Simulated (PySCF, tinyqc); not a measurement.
Inside a calculation. Method: CID on RHF in the sto-6g basis, frozen core, for LiH, spin multiplicity 1. The lowest restricted solution is unstable here: a spin-polarised one lies 0.0036 hartree lower (PySCF). Computed by tinyqc, a small Python program that keeps every step (integrals from PySCF). Settings: charge = 0, multiplicity = 1, basis = sto-6g, method = RHF, frozen orbitals = 1, energy threshold = 1e-10, iteration cap = 81, orthogonalisation = symmetric, start = Wolfsberg-Helmholz matrix, DIIS depth = 6, ci = CID, davidson = 1. Command: `OMP_NUM_THREADS=1 python tinyqc.py 28265 28266 out.jsonl` (the two numbers bound the seeds that draw the settings). One thread of a shared host (Intel(R) Xeon(R) Processor @ 2.60GHz), about 0.2 s of CPU time with the checks. The early iterations of the SCF are left out here.

## One-electron integrals

Geometry (angstrom):
```
atom         x         y         z
Li    0.000000  0.000000  0.000000
H     0.000000  0.000000  2.182000
```

Basis sto-6g: exponents (1/bohr^2) and contraction coefficients of normalised primitives:
```
element  l (shell)    exponent  coefficient
Li           s (1)  167.175846     0.009164
Li           s (1)   30.651508     0.049361
Li           s (1)    8.575187     0.168538
Li           s (1)    2.945808     0.370563
Li           s (1)    1.143944     0.416492
Li           s (1)    0.471139     0.130334
Li           s (2)    6.597564    -0.013253
Li           s (2)    1.305830    -0.046992
Li           s (2)    0.405851    -0.033785
Li           s (2)    0.156146     0.250242
Li           s (2)    0.067814     0.595117
Li           s (2)    0.031084     0.240706
Li           p (3)    6.597564     0.003760
Li           p (3)    1.305830     0.037679
Li           p (3)    0.405851     0.173897
Li           p (3)    0.156146     0.418036
Li           p (3)    0.067814     0.425860
Li           p (3)    0.031084     0.101708
H            s (1)   35.523221     0.009164
H            s (1)    6.513144     0.049361
H            s (1)    1.822143     0.168538
H            s (1)    0.625955     0.370563
H            s (1)    0.243077     0.416492
H            s (1)    0.100112     0.130334
```

Overlap, kinetic and nuclear-attraction integrals over the contracted functions; the nuclear repulsion is the sum of Za Zb / Rab.

nuclear repulsion = 0.72755804 hartree

overlap S, order 1Li 1s, 1Li 2s, 1Li 2px, 1Li 2py, 1Li 2pz, 2H 1s:
$$\begin{pmatrix}
1.000000 & 0.235742 & 0.000000 & 0.000000 & 0.000000 & 0.019098 \\
0.235742 & 1.000000 & 0.000000 & 0.000000 & 0.000000 & 0.261768 \\
0.000000 & 0.000000 & 1.000000 & 0.000000 & 0.000000 & 0.000000 \\
0.000000 & 0.000000 & 0.000000 & 1.000000 & 0.000000 & 0.000000 \\
0.000000 & 0.000000 & 0.000000 & 0.000000 & 1.000000 & 0.374289 \\
0.019098 & 0.261768 & 0.000000 & 0.000000 & 0.374289 & 1.000000
\end{pmatrix}$$

kinetic energy T (hartree), order 1Li 1s, 1Li 2s, 1Li 2px, 1Li 2py, 1Li 2pz, 2H 1s:
$$\begin{pmatrix}
3.616742 & -0.110723 & 0.000000 & 0.000000 & 0.000000 & -0.007655 \\
-0.110723 & 0.106524 & 0.000000 & 0.000000 & 0.000000 & 0.012963 \\
0.000000 & 0.000000 & 0.320007 & 0.000000 & 0.000000 & 0.000000 \\
0.000000 & 0.000000 & 0.000000 & 0.320007 & 0.000000 & 0.000000 \\
0.000000 & 0.000000 & 0.000000 & 0.000000 & 0.320007 & 0.051289 \\
-0.007655 & 0.012963 & 0.000000 & 0.000000 & 0.051289 & 0.768522
\end{pmatrix}$$

nuclear attraction V (hartree), order 1Li 1s, 1Li 2s, 1Li 2px, 1Li 2py, 1Li 2pz, 2H 1s:
$$\begin{pmatrix}
-8.309664 & -0.885534 & 0.000000 & 0.000000 & -0.009153 & -0.074588 \\
-0.885534 & -1.433039 & 0.000000 & 0.000000 & -0.088780 & -0.410186 \\
0.000000 & 0.000000 & -1.410634 & 0.000000 & 0.000000 & 0.000000 \\
0.000000 & 0.000000 & 0.000000 & -1.410634 & 0.000000 & 0.000000 \\
-0.009153 & -0.088780 & 0.000000 & 0.000000 & -1.477703 & -0.594025 \\
-0.074588 & -0.410186 & 0.000000 & 0.000000 & -0.594025 & -1.966958
\end{pmatrix}$$

core Hamiltonian H = T + V (hartree), order 1Li 1s, 1Li 2s, 1Li 2px, 1Li 2py, 1Li 2pz, 2H 1s:
$$\begin{pmatrix}
-4.692921 & -0.996256 & 0.000000 & 0.000000 & -0.009153 & -0.082243 \\
-0.996256 & -1.326516 & 0.000000 & 0.000000 & -0.088780 & -0.397223 \\
0.000000 & 0.000000 & -1.090627 & 0.000000 & 0.000000 & 0.000000 \\
0.000000 & 0.000000 & 0.000000 & -1.090627 & 0.000000 & 0.000000 \\
-0.009153 & -0.088780 & 0.000000 & 0.000000 & -1.157695 & -0.542736 \\
-0.082243 & -0.397223 & 0.000000 & 0.000000 & -0.542736 & -1.198435
\end{pmatrix}$$

## Two-electron integrals

Functions are numbered as in S; the eight-fold symmetry (ij|kl) = (ji|kl) = (kl|ij) leaves the list below.

Two-electron integrals (ij|kl) in chemists' order, unique and non-zero (hartree):
```
(11|11) 1.681247   (21|11) 0.242603   (21|21) 0.044507   (22|11) 0.397190
(22|21) 0.090279   (22|22) 0.290625   (31|31) 0.009437   (32|31) 0.014261
(32|32) 0.064236   (33|11) 0.397190   (33|21) 0.090279   (33|22) 0.290625
(33|33) 0.313125   (41|41) 0.009437   (42|41) 0.014261   (42|42) 0.064236
(43|43) 0.016875   (44|11) 0.397190   (44|21) 0.090279   (44|22) 0.290625
(44|33) 0.279374   (44|44) 0.313125   (51|51) 0.009437   (52|51) 0.014261
(52|52) 0.064236   (53|53) 0.016875   (54|54) 0.016875   (55|11) 0.397190
(55|21) 0.090279   (55|22) 0.290625   (55|33) 0.279374   (55|44) 0.279374
(55|55) 0.313125   (61|11) 0.019141   (61|21) 0.003464   (61|22) 0.007198
(61|33) 0.007093   (61|44) 0.007093   (61|51) 0.000467   (61|52) 0.000985
(61|55) 0.007408   (61|61) 0.000300   (62|11) 0.078909   (62|21) 0.018351
(62|22) 0.067065   (62|33) 0.063221   (62|44) 0.063221   (62|51) 0.002958
(62|52) 0.020838   (62|55) 0.074752   (62|61) 0.001770   (62|62) 0.030719
(63|31) 0.001148   (63|32) 0.006127   (63|53) 0.002726   (63|63) 0.001593
(64|41) 0.001148   (64|42) 0.006127   (64|54) 0.002726   (64|64) 0.001593
(65|11) 0.106785   (65|21) 0.024997   (65|22) 0.093764   (65|33) 0.087334
(65|44) 0.087334   (65|51) 0.004606   (65|52) 0.032419   (65|55) 0.106622
(65|61) 0.002482   (65|62) 0.046371   (65|65) 0.070473   (66|11) 0.242440
(66|21) 0.057114   (66|22) 0.229338   (66|33) 0.210263   (66|44) 0.210263
(66|51) 0.009073   (66|52) 0.082683   (66|55) 0.267491   (66|61) 0.005653
(66|62) 0.139402   (66|65) 0.216282   (66|66) 0.774999
```

## Orthogonalisation

S = U s U^T; symmetric (Loewdin) form X = U s^(-1/2) U^T, so that X^T S X = 1.

eigenvalues of S: [0.525681, 0.810195, 1.000000, 1.000000, 1.177834, 1.486289]

X, order 1Li 1s, 1Li 2s, 1Li 2px, 1Li 2py, 1Li 2pz, 2H 1s:
$$\begin{pmatrix}
1.022321 & -0.126314 & 0.000000 & 0.000000 & -0.005764 & 0.017160 \\
-0.126314 & 1.053945 & 0.000000 & 0.000000 & 0.044797 & -0.155162 \\
0.000000 & 0.000000 & 1.000000 & 0.000000 & 0.000000 & 0.000000 \\
0.000000 & 0.000000 & 0.000000 & 1.000000 & 0.000000 & 0.000000 \\
-0.005764 & 0.044797 & 0.000000 & 0.000000 & 1.062293 & -0.216669 \\
0.017160 & -0.155162 & 0.000000 & 0.000000 & -0.216669 & 1.093329
\end{pmatrix}$$

## Iteration 9 (converged): orbitals

converged F (hartree), order 1Li 1s, 1Li 2s, 1Li 2px, 1Li 2py, 1Li 2pz, 2H 1s:
$$\begin{pmatrix}
-2.405711 & -0.620405 & 0.000000 & 0.000000 & 0.013379 & -0.051553 \\
-0.620405 & -0.190929 & 0.000000 & 0.000000 & -0.061673 & -0.193710 \\
0.000000 & 0.000000 & 0.158437 & 0.000000 & 0.000000 & 0.000000 \\
0.000000 & 0.000000 & 0.000000 & 0.158437 & 0.000000 & 0.000000 \\
0.013379 & -0.061673 & 0.000000 & 0.000000 & 0.055994 & -0.192766 \\
-0.051553 & -0.193710 & 0.000000 & 0.000000 & -0.192766 & -0.080705
\end{pmatrix}$$

Diagonalise F' = X^T F X, C = X C', fill 2 alpha and 2 beta electrons from the bottom; D = 2 C_occ C_occ^T. Each column has its largest component positive (the first on a tie).

F' = X^T F X (hartree):
$$\begin{pmatrix}
-2.358322 & -0.340075 & 0.000000 & 0.000000 & 0.011389 & 0.019221 \\
-0.340075 & -0.029072 & 0.000000 & 0.000000 & 0.003262 & -0.195448 \\
0.000000 & 0.000000 & 0.158437 & 0.000000 & 0.000000 & 0.000000 \\
0.000000 & 0.000000 & 0.000000 & 0.158437 & 0.000000 & 0.000000 \\
0.011389 & 0.003262 & 0.000000 & 0.000000 & 0.145590 & -0.230630 \\
0.019221 & -0.195448 & 0.000000 & 0.000000 & -0.230630 & 0.055026
\end{pmatrix}$$

orbital energies (hartree): MO1 -2.407036, MO2 -0.234716, MO3 0.070260, MO4 0.158437, MO5 0.158437, MO6 0.384714

coefficients C, order 1Li 1s, 1Li 2s, 1Li 2px, 1Li 2py, 1Li 2pz, 2H 1s:
$$\begin{pmatrix}
0.994136 & -0.138921 & -0.205172 & 0.000000 & 0.000000 & 0.108268 \\
0.023763 & 0.491266 & 0.801756 & 0.000000 & 0.000000 & -0.517801 \\
0.000000 & 0.000000 & 0.000000 & 0.559787 & 0.828637 & 0.000000 \\
0.000000 & 0.000000 & 0.000000 & 0.828637 & -0.559787 & 0.000000 \\
-0.004614 & 0.328255 & -0.588981 & 0.000000 & 0.000000 & -0.850165 \\
-0.000666 & 0.603067 & -0.199892 & 0.000000 & 0.000000 & 0.928998
\end{pmatrix}$$

D after iteration 9, order 1Li 1s, 1Li 2s, 1Li 2px, 1Li 2py, 1Li 2pz, 2H 1s:
$$\begin{pmatrix}
2.015212 & -0.089247 & 0.000000 & 0.000000 & -0.100376 & -0.168882 \\
-0.089247 & 0.483814 & 0.000000 & 0.000000 & 0.322302 & 0.592501 \\
0.000000 & 0.000000 & 0.000000 & 0.000000 & 0.000000 & 0.000000 \\
0.000000 & 0.000000 & 0.000000 & 0.000000 & 0.000000 & 0.000000 \\
-0.100376 & 0.322302 & 0.000000 & 0.000000 & 0.215545 & 0.395926 \\
-0.168882 & 0.592501 & 0.000000 & 0.000000 & 0.395926 & 0.727381
\end{pmatrix}$$

Within a degenerate level the vectors are fixed only up to a rotation; this is one choice.

## Convergence

Stop when the energy changes by less than 1e-10 hartree and every element of the error matrix X^T (F D S - S D F) X is below 3e-06.

Course of the cycle:
```
iteration  E (hartree)     change  largest element of the error matrix
1          -7.88381025          -                             5.54e-02
2          -7.89403337  -1.02e-02                             2.46e-02
3          -7.89832966  -4.30e-03                             1.19e-02
4          -7.89945324  -1.12e-03                             1.95e-03
5          -7.89945964  -6.40e-06                             6.27e-04
6          -7.89946037  -7.30e-07                             2.18e-04
7          -7.89946046  -9.41e-08                             1.56e-05
8          -7.89946046  -4.60e-10                             1.87e-08
9          -7.89946046   1.07e-14                             8.50e-09
```

PySCF RHF in the same basis = -7.89946046 hartree

Converged in 9 iterations.

## Integrals over molecular orbitals

(pq|rs) = sum C_ip C_jq C_kr C_ls (ij|kl), one index at a time.

one-electron integrals over orbitals h = C^T H C (hartree):
$$\begin{pmatrix}
-4.685669 & 0.094869 & 0.164057 & 0.000000 & 0.000000 & -0.055832 \\
0.094869 & -1.299598 & 0.008848 & 0.000000 & 0.000000 & 0.046545 \\
0.164057 & 0.008848 & -1.097562 & 0.000000 & 0.000000 & 0.023119 \\
0.000000 & 0.000000 & 0.000000 & -1.090627 & 0.000000 & 0.000000 \\
0.000000 & 0.000000 & 0.000000 & 0.000000 & -1.090627 & 0.000000 \\
-0.055832 & 0.046545 & 0.023119 & 0.000000 & 0.000000 & -1.023583
\end{pmatrix}$$

Two-electron integrals over orbitals (pq|rs), unique and non-zero (hartree); the lowest 1 orbital is frozen and left out:
```
(22|22) 0.451576    (32|22) -0.058648   (32|32) 0.020916    (33|22) 0.211060
(33|32) 0.014715    (33|33) 0.329171    (42|42) 0.020654    (43|42) 0.020193
(43|43) 0.041687    (44|22) 0.242906    (44|32) 0.014204    (44|33) 0.280034
(44|44) 0.313125    (52|52) 0.020654    (53|52) 0.020193    (53|53) 0.041687
(54|54) 0.016875    (55|22) 0.242906    (55|32) 0.014204    (55|33) 0.280034
(55|44) 0.279374    (55|55) 0.313125    (62|22) 0.109569    (62|32) -0.044399
(62|33) -0.020094   (62|44) -0.038258   (62|55) -0.038258   (62|62) 0.132548
(63|22) -0.057493   (63|32) 0.016801    (63|33) 0.036741    (63|44) 0.007980
(63|55) 0.007980    (63|62) -0.038675   (63|63) 0.030521    (64|42) -0.018271
(64|43) -0.012044   (64|64) 0.019336    (65|52) -0.018271   (65|53) -0.012044
(65|65) 0.019336    (66|22) 0.421914    (66|32) -0.047429   (66|33) 0.238033
(66|44) 0.258497    (66|55) 0.258497    (66|62) 0.095692    (66|63) -0.045333
(66|66) 0.416446
```

## CID: determinants and Hamiltonian

one-electron integrals dressed by the frozen orbital, h + 2 (pq|11) - (p1|1q) (hartree), order 2, 3, 4, 5, 6:
$$\begin{pmatrix}
-0.686291 & 0.058648 & 0.000000 & 0.000000 & -0.109569 \\
0.058648 & -0.330945 & 0.000000 & 0.000000 & 0.070588 \\
0.000000 & 0.000000 & -0.306721 & 0.000000 & 0.000000 \\
0.000000 & 0.000000 & 0.000000 & -0.306721 & 0.000000 \\
-0.109569 & 0.070588 & 0.000000 & 0.000000 & -0.326566
\end{pmatrix}$$

energy of the frozen orbital, 2 h_11 + (11|11) = -7.70601113 hartree

Hartree-Fock energy = -7.89946046 hartree

Slater-Condon rules over spin orbitals, with the nuclear repulsion and the energy of the frozen orbital added and E(HF) subtracted on the diagonal. Only determinants linked to the reference directly or through others are kept (one block of an abelian symmetry group), so some states are absent.

Occupation strings over the orbitals (2 doubly, a alpha, b beta, 0 empty; spin orbitals ordered 1a 1b 2a 2b ...): 220000 202000 20a00b 200200 200020 20b00a 200002

H - E(HF) between determinants (hartree), order 220000, 202000, 20a00b, 200200, 200020, 20b00a, 200002:
$$\begin{pmatrix}
0.000000 & 0.020916 & -0.044399 & 0.020654 & 0.020654 & 0.044399 & 0.132548 \\
0.020916 & 0.588289 & 0.107329 & 0.041687 & 0.041687 & -0.107329 & 0.030521 \\
-0.044399 & 0.107329 & 0.501530 & -0.012044 & -0.012044 & -0.030521 & 0.025255 \\
0.020654 & 0.041687 & -0.012044 & 0.620690 & 0.016875 & 0.012044 & 0.019336 \\
0.020654 & 0.041687 & -0.012044 & 0.016875 & 0.620690 & 0.012044 & 0.019336 \\
0.044399 & -0.107329 & -0.030521 & 0.012044 & 0.012044 & 0.501530 & -0.025255 \\
0.132548 & 0.030521 & 0.025255 & 0.019336 & 0.019336 & -0.025255 & 0.684322
\end{pmatrix}$$

## CID: roots

Diagonalise (each vector has its largest component positive (the first on a tie)); all determinants have Ms = 0, so triplets appear too. The lowest singlet root is the correlation energy.

lowest roots of this matrix, relative to E(HF) (hartree): [-0.035326, 0.399527, 0.471010, 0.603815, 0.636867, 0.672035, 0.769124]

lowest vectors, order 220000, 202000, 20a00b, 200200, 200020, 20b00a, 200002:
$$\begin{pmatrix}
0.972467 & 0.123950 & 0.000000 & 0.000000 \\
-0.053499 & 0.641080 & 0.000000 & 0.000000 \\
0.093579 & -0.506684 & 0.707107 & 0.000000 \\
-0.017942 & -0.173242 & 0.000000 & 0.707107 \\
-0.017942 & -0.173242 & 0.000000 & -0.707107 \\
-0.093579 & 0.506684 & 0.707107 & 0.000000 \\
-0.182449 & -0.013005 & 0.000000 & 0.000000
\end{pmatrix}$$

<S^2> of these roots: [0.000000, 0.000000, 2.000000, 0.000000, 0.000000, 0.000000, 0.000000]

weight of the ground state by excitation level 0, 1, 2, ...: [0.945692, 0.000000, 0.054308]

## The lowest root by the Davidson method

Start from the reference; add the residual divided by (theta - H_ii), orthogonalised, at each step.

Davidson iterations:
```
iteration  subspace  lowest Ritz value (hartree)  residual norm
1                 1                            0       1.51e-01
2                 2                  -0.03486290       1.54e-02
3                 3                  -0.03531889       2.03e-03
4                 4                  -0.03532563       1.54e-04
5                 5                  -0.03532566       1.05e-16
```
